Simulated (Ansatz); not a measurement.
A nudged elastic band was laid between two geometries of BClH4O (7 atoms, charge 0, multiplicity 1).

These are results of RKS LDA/def2-SVP in Ansatz, not measurements.

| Quantity | Value |
| --- | --- |
| movable images | 5 |
| climbing image | yes |
| spring | 5.0 eV/Å² |
| optimiser | quadratic models (default) |
| start path | through a guess of the saddle point |
| force threshold | 0.03 eV/Å |
| iteration limit | 60 |
| end points | relaxed |

First end point:

```xyz
7
Properties=species:S:1:pos:R:3
B 0.039 -0.140 0.130
Cl -0.146 0.439 1.877
H 1.099 0.198 -0.369
H -0.977 0.010 -0.537
O 0.142 -1.733 0.387
H -0.749 -2.110 0.222
H 0.241 -1.694 1.381
```

Last end point:

```xyz
7
Properties=species:S:1:pos:R:3
B -0.113 -0.380 -0.535
Cl 0.734 -0.329 3.010
H 0.502 0.601 -0.164
H -0.524 -0.549 -1.672
O -0.336 -1.327 0.403
H -0.832 -2.113 0.101
H 0.218 -0.933 1.948
```

(1) What changes between the two ends?

(2) What energy profile does the band end with?

(3) What is the geometry of the highest image?

(4) What are the harmonic wavenumbers there?

## Answers

(1) Bonds broken: B1–Cl2, O5–H7. Bonds formed: Cl2–H7. BClH4O becomes BH3O + ClH.

(2) It converged. The highest image is number 2 of 0 to 6, 50.4 kJ/mol above the first end and 27.6 kJ/mol above the last; the last end lies 22.8 kJ/mol above the first. A vibrational analysis at the climbing image gives one clearly imaginary mode, 529i cm⁻¹: a first-order saddle point. The orbitals stay closed-shell, which can raise the energy where a bond breaks towards radicals; this wasn't checked here.

| image | path coordinate (Å) | energy (kJ/mol) | B1–Cl2 (Å) | O5–H7 (Å) | Cl2–H7 (Å) |
| --- | --- | --- | --- | --- | --- |
| 0 | 0.00 | 0.0 | 1.85 | 1.00 | 2.22 |
| 1 | 0.40 | 15.8 | 1.97 | 1.07 | 1.78 |
| 2 | 0.79 | 50.4 | 2.23 | 1.40 | 1.45 |
| 3 | 1.46 | 31.0 | 2.90 | 1.85 | 1.32 |
| 4 | 2.12 | 28.4 | 3.31 | 1.78 | 1.32 |
| 5 | 2.78 | 25.0 | 3.54 | 1.71 | 1.32 |
| 6 | 3.45 | 22.8 | 3.64 | 1.69 | 1.33 |

(3) 
```xyz
7
Properties=species:S:1:pos:R:3
B 0.039 -0.330 -0.083
Cl -0.042 0.157 2.095
H 1.093 0.194 -0.374
H -1.032 0.048 -0.526
O 0.149 -1.733 0.269
H -0.705 -2.196 0.162
H 0.148 -1.169 1.548
```

(4) 529i, 385, 464, 590, 649, 810, 960, 1002, 1063, 1099, 1220, 1618, 2515, 2638, 3714 cm⁻¹.

The run took 53 s on 1 thread of Intel(R) Xeon(R) Platinum 8488C (Sapphire Rapids), with other jobs on the host, peak memory 0.13 GiB.
